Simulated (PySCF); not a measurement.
# C4H5F: the cost of one run

The runs use PySCF 2.14.0, with density-fitted response routines of our own; the level of theory stands in each step. All values are computed, except where a source is named. Atoms count from 0, in the outputs and in this text.

## (1) Starting geometry

10 atoms, charge 0, multiplicity 1; geometry from: GFN2-xTB. The atoms were then displaced at random by about 0.01 Å, so the start is not that level's minimum.

Bonds of the start (Å): C0–C1 1.49, C1–C2 1.31, C2–F3 1.29, C2–C4 1.49, C4–C1 1.53, C0–H5 1.07, C0–H6 1.11, C0–H7 1.08, C4–H8 1.11, C4–H9 1.07.

## (2) Optimising the geometry at PBE0-D3(BJ)/def2-SVP

What the job is given:

```
{"job": {"xc": "PBE0", "basis": "def2-SVP", "d3": "d3bj", "grid": 1, "shake": 0.01, "kind": "geom"}, "charge": 0, "multiplicity": 1}
C      1.504290     0.162650    -0.175300
C      0.017350     0.147050    -0.063390
C     -1.184590     0.650800    -0.178090
F     -1.933200     1.656870    -0.499040
C     -1.152190    -0.741950     0.350710
H      1.817630    -0.597280    -0.852650
H      1.823280     1.148640    -0.564460
H      1.954930     0.022200     0.790780
H     -1.338630    -0.907640     1.434560
H     -1.458430    -1.562270    -0.264170
```

Command:

```sh
$ OMP_NUM_THREADS=1 python probes_run.py task.json out
```

One launch serves the whole session: the jobs run in the order shown.

Q: Estimate the wall time and peak memory of this first job on 1 thread of Arm Neoverse N1, shared host.

About 61 s, with a peak of 0.39 GiB.
